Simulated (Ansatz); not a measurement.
C2H2S, SMILES C#CS, an active-space calculation

Program: Ansatz 0.2.0, Python API.

At the Python prompt:
```pycon
>>> import ansatz as az
>>> SETTINGS = {
...     "basis_set": "6-31G*",
... }
>>> GEOMETRY = """
... C    -1.16420   -0.37380    0.01300
... C    -0.01890   -0.27050    0.03710
... S     1.63810   -0.18130    0.07610
... H    -2.20140   -0.37710   -0.03420
... H     1.79630    1.12910   -0.13340
... """
>>> molecule = az.Crystal.molecule()
>>> for line in GEOMETRY.strip().splitlines():
...     symbol, *xyz = line.split()
...     molecule = molecule.atom(symbol, [float(v) for v in xyz])
...
>>> calculation = (
...     molecule.calculation()
...     .basis(gaussian=SETTINGS["basis_set"])  # the orbital basis, by name
...     .correlation(active_electrons=4, active_orbitals=4)  # correlation on top of the mean field
... )
>>> for method in [None]:
...     r = (calculation if method is None else calculation.correlation(method)).run().report
...     space = r["configurations"]
...     state = space["states"][0]
...     print(method or "casscf", f"total {r['free_energy_ev'] / 27.211386246:.6f} Ha, active-space state {state['energy']['hartree']:.6f} Ha, mean field {r['reference_energy_ev'] / 27.211386246:.6f} Ha")
...     print("  determinants", state["n_determinants"], " natural occupations", [round(n, 3) for n in space["natural_occupations"]])
...
casscf total -474.384878 Ha, active-space state -474.384878 Ha, mean field -474.321998 Ha
  determinants 36  natural occupations [1.949, 1.947, 0.053, 0.051]
>>> print("effectively unpaired electrons, sum of min(n, 2 - n):", round(sum(min(n, 2 - n) for n in space["natural_occupations"]), 3))
effectively unpaired electrons, sum of min(n, 2 - n): 0.209
```

What to keep in mind:
- Total energies depend on the basis set; only differences at equal settings carry meaning.
- The geometry is a force-field or estimated start, not a minimum of this method, and the basis set is short of its limit. The active space starts as a window about the frontier orbitals and is then optimised, not chosen by chemistry.
- Timing: 1.4 s on 1 thread of Arm Neoverse V1 (shared host), peak memory 0.15 GiB.

(Lines on the test bed's own set-up are left out of the output.)
